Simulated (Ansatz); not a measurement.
Density of states of P$_{2}$W (C2/m, a = 8.483 Å, b = 3.189 Å, c = 7.476 Å, α = 90.00°, β = 119.28°, γ = 90.00°), in states per eV and primitive cell, averaged over bins of 0.3 eV. Theory: Ansatz 0.2.0, DFT r2SCAN, scalar-relativistic, plane waves, PAW.

Cutoff 500 eV; k points 12×12×6 on the computed 6-atom cell (Γ-centred); Gaussian smearing, width 0.10 eV; no spin polarisation.

The cell is relaxed at this level. The states (both spins) are summed by tetrahedra on a 18×18×9 mesh at the self-consistent density. Energies are bin centres; the table starts no lower than −8 eV and ends at 6 eV, or lower where the solved bands end.

It is a metal at this level.

```
E − E_F (eV) total W 5d P 3p P 3s W 6s
       -7.90   1.63  0.32  1.09  0.07  0.12
       -7.60   3.09  0.65  2.11  0.12  0.15
       -7.30   2.57  0.55  1.69  0.14  0.14
       -7.00   2.11  0.46  1.35  0.16  0.10
       -6.70   2.10  0.46  1.36  0.16  0.08
       -6.40   2.24  0.52  1.41  0.19  0.08
       -6.10   2.82  0.68  1.74  0.24  0.10
       -5.80   2.15  0.55  1.30  0.17  0.09
       -5.50   2.75  0.77  1.60  0.20  0.12
       -5.20   3.13  1.00  1.74  0.21  0.11
       -4.90   2.71  0.93  1.46  0.19  0.08
       -4.60   3.57  1.24  1.96  0.21  0.08
       -4.30   3.96  1.54  2.05  0.19  0.09
       -4.00   5.24  2.21  2.61  0.19  0.10
       -3.70   5.24  2.21  2.65  0.16  0.07
       -3.40   5.91  2.68  2.81  0.17  0.06
       -3.10   5.37  2.37  2.63  0.13  0.05
       -2.80   4.19  1.83  2.09  0.09  0.03
       -2.50   3.79  1.73  1.81  0.09  0.02
       -2.20   3.59  1.69  1.66  0.08  0.02
       -1.90   2.43  1.20  1.07  0.05  0.01
       -1.60   1.16  0.65  0.45  0.02  0.00
       -1.30   0.57  0.37  0.18  0.01  0.00
       -1.00   0.68  0.48  0.15  0.02  0.00
       -0.70   1.95  1.40  0.33  0.09  0.02
       -0.40   2.47  1.84  0.37  0.10  0.02
       -0.10   1.71  1.14  0.36  0.08  0.02
        0.20   1.45  0.75  0.52  0.07  0.02
        0.50   1.89  0.86  0.76  0.13  0.03
        0.80   2.13  1.01  0.72  0.22  0.03
        1.10   1.97  0.94  0.60  0.25  0.03
        1.40   2.76  1.35  0.80  0.35  0.04
        1.70   4.00  1.90  1.18  0.51  0.07
        2.00   3.53  1.69  1.02  0.43  0.08
        2.30   3.54  1.79  0.93  0.44  0.08
        2.60   3.69  1.83  1.08  0.35  0.09
        2.90   4.23  2.08  1.30  0.36  0.11
        3.20   4.29  1.92  1.48  0.38  0.13
        3.50   3.70  1.52  1.40  0.30  0.10
        3.80   3.83  1.45  1.52  0.29  0.12
        4.10   4.33  1.53  1.85  0.22  0.15
        4.40   3.44  1.15  1.55  0.13  0.12
        4.70   3.45  1.07  1.51  0.13  0.18
        5.00   3.39  0.92  1.37  0.15  0.33
        5.30   4.21  1.04  1.59  0.18  0.51
        5.60   4.15  0.95  1.62  0.16  0.41
```

The columns after the total are the main Löwdin projections on the occupied valence shells of the potentials; 1 other is left out. The rest of the total lies in those, in shells that are empty in the free atom, which aren't projected, and between the atoms.

Spin-orbit coupling is left out, which matters for the bands of heavy elements.

Cost: 1 run of about 6.2 core-minutes, on Arm Neoverse V1 (shared hosts).